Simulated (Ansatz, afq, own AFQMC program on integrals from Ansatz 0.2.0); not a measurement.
**Mn, octet in def2-TZVPP, levels against CCSDT(Q)**

A free Mn atom.

Basis def2-TZVPP. Noble-gas cores (and the filled d shells of Ga–Kr and In–Xe) are frozen. AFQMC by an in-house program on the Cholesky factors that Ansatz 0.2.0 writes for its CCSD(T) run. ph-AFQMC/CISD is guided by a CISD state made of CCSD amplitudes; releasing the constraint for a short imaginary time cuts its bias at the price of noise, slowly where states lie close. Free AFQMC starts from the CCSD state and is never constrained. Its projection time is finite, and what remains of the start isn't in its error. Uncertainties: one standard error, sampling alone. The metal's outer-core s and p shells are frozen, which shifts wave-function levels against functionals.

Determinant: UHF, the one that the program's search chose, which needn't be the lowest solution.

No full CI on the walks' own integrals is used here; CCSDT(Q) serves as the reference and is uncertain by about the last step of the cluster series.

Cautions: no relativity below Rb; outer-core shells of the metal frozen; another spin lies lower (by 2.24 eV).

```
T1 diagnostic                               : 0.0106
weight of the determinant in the CISD state : 0.972
⟨S²⟩ of the determinant                     : 15.750
size of the correlated space                : 7 electrons in 55 orbitals
```

Reference: CCSDT(Q), correlation energy -2.672 eV. The released energy is read at 4.20 1/Eh (meV from the phaseless value at times in 1/Eh: 0.0 ± 0.9 at 0.60, 0.9 ± 0.6 at 1.20, 1.5 ± 0.6 at 2.00, -2.5 ± 0.8 at 3.00, -1.1 ± 1.1 at 4.20).

```json
{"level": "HF", "E − E(reference) (mEh)": "98.20", "share of correlation (%)": "0.00"}
{"level": "MP2", "E − E(reference) (mEh)": "9.05", "share of correlation (%)": "90.78"}
{"level": "CCSD", "E − E(reference) (mEh)": "1.66", "share of correlation (%)": "98.31"}
{"level": "CCSD(T)", "E − E(reference) (mEh)": "0.14", "share of correlation (%)": "99.86"}
{"level": "CCSDT", "E − E(reference) (mEh)": "0.00", "share of correlation (%)": "100.00"}
{"level": "ph-AFQMC/HF", "E − E(reference) (mEh)": "-0.58 ± 0.43", "share of correlation (%)": "100.59"}
{"level": "ph-AFQMC/CISD", "E − E(reference) (mEh)": "0.01 ± 0.02", "share of correlation (%)": "99.99"}
{"level": "released AFQMC", "E − E(reference) (mEh)": "-0.03 ± 0.04", "share of correlation (%)": "100.03"}
{"level": "free AFQMC", "E − E(reference) (mEh)": "-0.06 ± 0.06", "share of correlation (%)": "100.06"}
```

Free projections are given only where their last times agree within the noise and don't stop above the reference; a slow remainder of the start can still hide under it. A walk keeps the symmetry of its determinant, which the program's search chose and which needn't be the lowest solution, so a lower state of the same spin and another symmetry isn't excluded. Released energies are given only where the last usable release times agree within the noise; a slower fall can still hide under it.
